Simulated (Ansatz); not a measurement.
**CHBSi+ (doublet): wave-function methods side by side, def2-QZVPP**

An exercise on one series of results from a longer session: the logs are not shown, and one member is left open.

Program: Ansatz 0.2.0, Gaussian basis. Level of theory: def2-QZVPP, core rule «outside noble gas», up to 7 orbitals frozen. These are calculated values, not measurements.

Plan: UHF; ROHF; CCSD(T) on UHF.

5 further runs of the same task are left out: 1 that didn't finish, 4 set aside as unsound or not needed.

## What is computed

The geometry is a PBE0/def2-TZVP stationary point (not a proven minimum) of the parent state, kept for this charge and spin.

4 atoms, charge 1, spin multiplicity 2.

Atoms are counted from 1 here; the program's logs count them from 0.

Bond lengths: C1–B2 1.338 Å, C1–H4 1.073 Å, B2–Si3 1.848 Å. Angles: B2–C1–H4 180.0°, C1–B2–Si3 180.0°.

The first run:

Input file in.yaml:

```yaml
crystal:
  periodic: [false, false, false]
  atoms:
    - {symbol: C, position_ang: [0.000000, 0.000000, 0.862700]}
    - {symbol: B, position_ang: [0.000000, 0.000000, -0.475200]}
    - {symbol: Si, position_ang: [0.000000, 0.000000, -2.322700]}
    - {symbol: H, position_ang: [0.000000, 0.000000, 1.935200]}
basis:
  gaussian: {orbitals: "def2-QZVPP.json"}
total_charge: 1
magnetization: {spin_polarized: true, initial_magnetization: 1}
hamiltonian: {xc: hf}
output: {orbitals: {seedname: orbitals}}
```

On the command line:

```bash
$ ansatz run in.yaml --threads 1 --pin off --events-out ev --progress --plain --max-ram 2393MiB
```

Among the steps run: UHF; ROHF; CCSD(T) on UHF.

One table of the session follows, with a row left open; its other results are not shown here.

It belongs to the step «Misses and costs». 

```
  method  from UCCSD(T) (meV)
    ROHF              +9507.0
    UMP2                    ?
   UCCSD               +521.4
UCCSD(T)                    0
```

**Question.** Estimate the row for UMP2.

**Answer.** from UCCSD(T) (meV): +2088.3. In the column «from UCCSD(T) (meV)» it lies between UCCSD (+521.4) and ROHF (+9507.0).

Left out of the table: UHF (another determinant or state than the rows shown).

Limits of these values: The determinant is far from a pure spin state, so its energy mixes those of several spin states (harmless only where they are near-degenerate, as at dissociation). Warnings: spin contamination; coupled cluster took another determinant than the lowest.
